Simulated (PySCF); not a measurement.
Gas-phase reaction: 3 SiHCl₂ + CCl₃ + (CH₃)₃SiH ⇌ H₂CSiH₂ + 3 CH₃SiCl₃

Computed with PySCF (xtb for GFN2) and rigid-rotor harmonic-oscillator thermochemistry at 1 bar. † marks an energy on the PBE0/def2-TZVP geometry and frequencies; other levels use their own. CCSD(T) freezes the core. 6-31G* has spherical d functions here. Open shells (unrestricted): SiHCl₂ (multiplicity 2), CCl₃ (multiplicity 2); the rest are closed-shell singlets. GFN2 has no spin-polarisation term. B3LYP is the form with VWN-RPA correlation. SiHCl₂, H₂CSiH₂: computed as isolated molecules; such fragments, hydroxides, amides, oligomers or adducts are transient or little studied in the gas. CCSD(T) isn't extrapolated to the basis-set limit. The harmonic model lacks anharmonicity and excited electronic states, which grow with temperature; levels with a mode under 35 cm⁻¹ are left out. Internal rotation in (CH₃)₃SiH, CH₃SiCl₃ is treated as a harmonic vibration of one conformer, which makes the entropy rough.

```json
[
 {"level": "B3LYP/6-31G*", "ΔE electronic, kJ": "-915", "ΔH°(298 K), kJ": "-891", "ΔS°(298 K), J/K": "-231", "ΔG°(800 K), kJ": "-710"},
 {"level": "BLYP/def2-TZVP†", "ΔE electronic, kJ": "-891", "ΔH°(298 K), kJ": "-869", "ΔS°(298 K), J/K": "-228", "ΔG°(800 K), kJ": "-690"},
 {"level": "CCSD(T)/def2-SVP†", "ΔE electronic, kJ": "-983", "ΔH°(298 K), kJ": "-960", "ΔS°(298 K), J/K": "-228", "ΔG°(800 K), kJ": "-781"},
 {"level": "GFN2-xTB", "ΔE electronic, kJ": "-768", "ΔH°(298 K), kJ": "-748", "ΔS°(298 K), J/K": "-206", "ΔG°(800 K), kJ": "-586"},
 {"level": "PBE/def2-SVP", "ΔE electronic, kJ": "-917", "ΔH°(298 K), kJ": "-894", "ΔS°(298 K), J/K": "-225", "ΔG°(800 K), kJ": "-718"},
 {"level": "ωB97M-V/def2-TZVP†", "ΔE electronic, kJ": "-1024", "ΔH°(298 K), kJ": "-1002", "ΔS°(298 K), J/K": "-228", "ΔG°(800 K), kJ": "-823"}
]
```
ΔH° is lowest at ωB97M-V/def2-TZVP† and highest at GFN2-xTB. No reference value is set beside these.
